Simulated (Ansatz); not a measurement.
This script drives Ansatz 0.2.0 through its Python package.

`composite_ch3alo.py`
```python
'''A composite energy for CH3AlO: DFT geometry, MP2 basis limit, coupled-cluster correction.'''

import ansatz as az
from ase import Atoms
import numpy as np


def main() -> None:
    atoms = Atoms(['C', 'O', 'Al', 'H', 'H', 'H'], positions=[
        [0.024, -0.3975, -0.6701],
        [0.2596, -1.2137, 0.3944],
        [-0.2896, 0.45, 1.0353],
        [-0.8522, -0.678, -1.2373],
        [0.8949, -0.1198, -1.2755],
        [0.0053, 1.895, 1.707],
    ])
    system = az.Crystal.molecule_from_ase(atoms)

    base = (
        system.calculation()
        .basis(gaussian='def2-SVP')
        .functional('r2SCAN', dispersion='d4')
    )
    symbols = [site.symbol for site in system.cartesian_sites]
    start = np.array([site.position_ang for site in system.cartesian_sites], dtype=float)
    r = base.relax(force_tolerance=0.01, max_steps=100).run().report
    end = np.array(r['positions_ang'])
    print('final positions (A) and the move of each atom')
    for symbol, xyz, old in zip(symbols, end, start):
        print(f'{symbol:2s} {xyz[0]:10.5f} {xyz[1]:10.5f} {xyz[2]:10.5f}   {np.linalg.norm(xyz - old):7.4f}')

    minimum = az.Crystal.molecule()
    for symbol, place in zip(symbols, end):
        minimum = minimum.atom(symbol, place.tolist())
    at_minimum = minimum.calculation()
    # MP2 extrapolated to the basis limit, plus the small-basis difference CCSD(T) - MP2
    level = lambda method, basis: at_minimum.basis(gaussian=basis).correlation(method).run().report
    small, large, cluster = level('mp2', 'cc-pVDZ'), level('mp2', 'cc-pVTZ'), level('ccsd_t', 'cc-pVDZ')
    corr = lambda each: (each['free_energy_ev'] - each['reference_energy_ev']) / 27.211386246
    mp2_limit = (27 * corr(large) - 8 * corr(small)) / 19
    pieces = {'HF / cc-pVTZ': large['reference_energy_ev'] / 27.211386246, 'MP2 correlation, DZ-TZ limit': mp2_limit, 'CCSD(T) - MP2 / cc-pVDZ': corr(cluster) - corr(small)}
    for name, value in pieces.items():
        print(f'{name:32s} {value:14.6f} Ha')
    print(f'{"sum":32s} {sum(pieces.values()):14.6f} Ha')
    print('T1 diagnostic', round(cluster['correlation']['coupled_cluster']['t1_diagnostic'], 4))


if __name__ == '__main__':
    main()
```

It is started by `python composite_ch3alo.py`. How long does it take on 1 thread of Arm Neoverse V1, on a shared host, and how much memory does it need?

It took about 27 s, with a peak of 0.26 GiB, for 4 runs of the engine.

```console
$ python composite_ch3alo.py
final positions (A) and the move of each atom
C     0.00526   -0.34860   -0.76185    0.1056
O     0.27821   -0.97138    0.55841    0.2932
Al   -0.06667    0.70027    0.82064    0.3980
H    -0.88656   -0.76464   -1.25905    0.0957
H     0.87533   -0.37196   -1.43864    0.3010
H    -0.16357    1.69232    2.03430    0.4204
HF / cc-pVTZ                        -356.397107 Ha
MP2 correlation, DZ-TZ limit          -0.527318 Ha
CCSD(T) - MP2 / cc-pVDZ               -0.037366 Ha
sum                                 -356.961790 Ha
T1 diagnostic 0.0209
```

Total energies depend on the basis set; only differences at equal settings carry meaning. The sum leaves out core correlation, relativity, the Hartree-Fock basis error and zero-point energy; a DZ-TZ extrapolation is rough. Inner cores stay frozen, so this is valence correlation. For Al to Cl the sets with a tight d function, cc-pV(X+d)Z, are usual. An extrapolation from small basis sets is rough.
